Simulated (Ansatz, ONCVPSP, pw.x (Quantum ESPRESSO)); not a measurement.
**antimony (Sb): does the ONCV potential hold in the solid?**

- Element: antimony
- Generator: ONCVPSP 4.0.1
- Type: optimised norm-conserving Vanderbilt (ONCV)
- Functional: PBEsol
- Relativity: scalar-relativistic
- Frozen core: [Kr] 4d10
- Valence charge: 5
- Reference configuration: 5s2 5p3
- Partial waves: 5s: rc 2.00 bohr, ncon 3, nbas 7, qcut 3.2 1/bohr, 2 projectors, debl 2.5 Ha; 5p: rc 2.00 bohr, ncon 4, nbas 8, qcut 4.5 1/bohr, local
- Local potential: the p channel
- Core correction: Teter function, fcfact 3.75, rcfact 1.25

Atomic tests: cutoffs needed: 11 Ha and 34 Ha (the cutoffs (Ha) at which the residual kinetic energy of the hardest occupied pseudo-wave falls to 1 and 0.1 mHa per electron); ghost test: no bound ghost flagged; no localised positive-energy state flagged; largest excitation error: -378 meV (all-electron minus pseudo) for 5s1 5p0, out of 4 test configurations.

Crystal test: fcc Sb in pw.x 7.5, no spin, 12³ k-points, Fermi–Dirac smearing 0.01 Ry, cutoffs 80/320 Ry. The reference is all-electron LAPW (Ansatz 0.2.0) with the same functional, mesh and smearing; V0 and B0 come from Birch–Murnaghan fits to the pressures at five volumes. Errors are pseudo minus all-electron; Δ is the rms difference of the E(V) curves that follow from these fits, minima aligned, over ±6 % about the mean V0. Mesh and smearing are coarse, so the numbers serve the comparison and aren't converged zero-temperature values; the lattice is a test structure that the element need not adopt.

```csv
V (Å³/atom),P all-electron (GPa),P pseudo (GPa)
25.018,3.60,-7.43
25.677,1.60,-8.44
26.335,-0.15,-9.29
26.993,-1.68,-10.01
27.652,-3.01,-10.61
```

All-electron: a0 = 4.719 Å (V0 = 26.28 Å³/atom), B0 = 66.0 GPa.

Pseudopotential: mean pressure error (GPa): -9.23. The pressure does not cross zero within the volumes sampled, so no fit is given. This is a poor potential for the solid.

Problem. At the middle volume, how do free energy and pressure move when the wave cutoff is lowered (ecutrho kept at four times it)?

Solution.

```csv
cutoff (Ry),shift of F (meV/atom),shift of P (GPa)
36,+30.8,-0.29
48,+22.5,-0.03
64,+6.6,-0.30
```

The run at the middle volume (72 k-points, 6 iterations) took about 7.2 s on one core of a shared host (Intel(R) Xeon(R) 6975P-C, 192 threads, 1512 GiB, load 72).
